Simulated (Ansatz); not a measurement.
# C2H2FN (fluoroacetonitrile): CASSCF(2,2)/6-31+G(d) (sfX2C, Cartesian functions)

Aim: the energy difference between two shapes of C2H2FN (fluoroacetonitrile) at CASSCF(2,2)/6-31+G* (sfX2C, Cartesian functions), from 2 runs. 

Program for the calculation: Ansatz 0.2.0.

6 further runs of the same task are left out: 2 for a known fault of the program, 1 that didn't finish, 3 set aside as unsound or not needed.

## (1) The system as given

The species is C2H2FN (6 atoms), meant as a singlet with charge 0. As SMILES, `N#CCF`. The shape is that of a PBE0-D4/def2-TZVP optimisation.

Bond lengths: N1–C2 1.148 Å, C2–C3 1.461 Å, C3–F4 1.369 Å, C3–H5 1.094 Å, C3–H6 1.094 Å. Angles: N1–C2–C3 178.6°, C2–C3–F4 110.8°, C2–C3–H5 109.3°, C2–C3–H6 109.3°, F4–C3–H5 109.1°, F4–C3–H6 109.1°, H5–C3–H6 109.3°.

## (2) The energy at CASSCF(2,2)/6-31+G(d) (sfX2C, Cartesian functions)

run.yaml

```yaml
crystal:
  periodic: [false, false, false]
  atoms:
    - {symbol: "N", position_ang: [-1.529900, -1.437900, 0.378100]}
    - {symbol: C, position_ang: [-0.705300, -0.665400, 0.173900]}
    - {symbol: C, position_ang: [0.326600, 0.340600, -0.065100]}
    - {symbol: F, position_ang: [1.299700, -0.150000, -0.893200]}
    - {symbol: H, position_ang: [0.778700, 0.627700, 0.888400]}
    - {symbol: H, position_ang: [-0.127700, 1.220900, -0.528300]}
basis:
  gaussian: {orbitals: 6-31+G_st_.json}
hamiltonian: {pseudopotentials: {relativity: scalar}}
correlation:
  active_space: {window: {electrons: 2, orbitals: 2}}
  electrons: all
output: {orbitals: {seedname: orbitals}}
```

The basis set 6-31+G* is read from a file made from the Basis Set Exchange's data (not shown).

The run is started by

```
$ ansatz run run.yaml --threads 1 --pin off --max-ram 2610MiB --events-out events.jsonl --progress --plain --runs-dir runs
```

Output:

```text
Warning: RAYON_NUM_THREADS=1 ignored (pool sized by the plan → 1); use --threads N
Functional definition: HF
  name "HF"
  exchange = exact_x
  correlation = 0
731 factors; integrals over basis functions are off by at most 8.8e-4 eV
mean field evaluation 1: about -6280.1524 eV, gradient 3.6e1 eV
mean field evaluation 2: about -6280.1564 eV, gradient 3.6e1 eV
mean field evaluation 4: about -6283.2189 eV, gradient 4.2e0 eV
mean field evaluation 8: about -6283.2824 eV, gradient 3.7e-1 eV
mean field -6283.28286816 eV, -230.9063864427 hartree, gradient 3.4e-6 eV, S^2 0.000000; 0 other end points of the search recorded, 0 dependent functions left out
reference -6283.28286816 eV, -230.9063864427 hartree; 15, 15 occupied and 65, 65 virtual orbitals, 731 factors
state -6284.04339006 eV, -230.9343351072 hartree
Total energy: -6284.04339006 eV, -230.9343351072 hartree
Relativity: scalar
```

Run time: 7.8 s. Hardware: 1 thread of Arm Neoverse V1, shared host; peak memory 0.12 GiB.

## (3) The distorted shape at the same level

run.yaml

```yaml
crystal:
  periodic: [false, false, false]
  atoms:
    - {symbol: "N", position_ang: [-1.530888, -1.462119, 0.352593]}
    - {symbol: C, position_ang: [-0.695063, -0.639507, 0.203671]}
    - {symbol: C, position_ang: [0.338662, 0.358185, -0.071424]}
    - {symbol: F, position_ang: [1.280984, -0.158263, -0.880356]}
    - {symbol: H, position_ang: [0.772754, 0.607621, 0.892006]}
    - {symbol: H, position_ang: [-0.112039, 1.221726, -0.499929]}
basis:
  gaussian: {orbitals: 6-31+G_st_.json}
hamiltonian: {pseudopotentials: {relativity: scalar}}
correlation:
  active_space: {window: {electrons: 2, orbitals: 2}}
  electrons: all
output: {orbitals: {seedname: orbitals}}
```

The basis set 6-31+G* is read from a file made from the Basis Set Exchange's data (not shown).

The run is started by

```
$ ansatz run run.yaml --threads 1 --pin off --max-ram 2610MiB --events-out events.jsonl --progress --plain --runs-dir runs
```

Output:

```text
Warning: RAYON_NUM_THREADS=1 ignored (pool sized by the plan → 1); use --threads N
[... 4 set-up lines as earlier in the session ...]
731 factors; integrals over basis functions are off by at most 7.8e-4 eV
mean field evaluation 1: about -6280.0563 eV, gradient 3.5e1 eV
mean field evaluation 2: about -6280.0603 eV, gradient 3.5e1 eV
mean field evaluation 4: about -6283.0420 eV, gradient 4.4e0 eV
mean field evaluation 8: about -6283.1121 eV, gradient 4.0e-1 eV
mean field -6283.11280458 eV, -230.9001367214 hartree, gradient 3.4e-6 eV, S^2 0.000000; 0 other end points of the search recorded, 0 dependent functions left out
reference -6283.11280458 eV, -230.9001367214 hartree; 15, 15 occupied and 65, 65 virtual orbitals, 731 factors
state -6283.93090834 eV, -230.9302014801 hartree
Total energy: -6283.93090834 eV, -230.9302014801 hartree
Relativity: scalar
```

Wall time 5.7 s (1 thread of Arm Neoverse V1, shared host); peak memory 0.12 GiB.

## (4) Results

At CASSCF(2,2)/6-31+G* (sfX2C, Cartesian functions):

```
                              quantity          value
             first shape: total energy  -230.93434 Eh
         distorted shape: total energy  -230.93020 Eh
energy change with the atoms displaced       0.112 eV
```

In words: With the atoms displaced the energy rises by 0.11 eV (10.9 kJ/mol). The first shape isn't relaxed at this level, so the change isn't measured from a minimum.
